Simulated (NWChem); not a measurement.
Molecule: disulfur (S₂, triplet); SMILES S=S

All runs: NWChem. Spin-unrestricted. All runs use the structure optimised with PBE0/def2-SVP, spin-unrestricted. No stability test was run on the SCF state. Total energies compare along this basis series because the functional is fixed.

```tsv
level	basis functions	energy (Ha)	highest occupied level (eV)	lowest empty minus highest occupied level, either spin (eV)
PBE/3-21G	26	-792.0438	-5.96	1.20
PBE/pcseg-1	36	-796.0036	-5.89	1.23
PBE/aug-pcseg-1	54	-796.0066	-5.88	1.24
PBE/pcseg-2	68	-796.0748	-5.84	1.28
PBE/def2-TZVPP	84	-796.0603	-5.78	1.30
PBE/def2-QZVP	140	-796.0873	-5.84	1.30
```
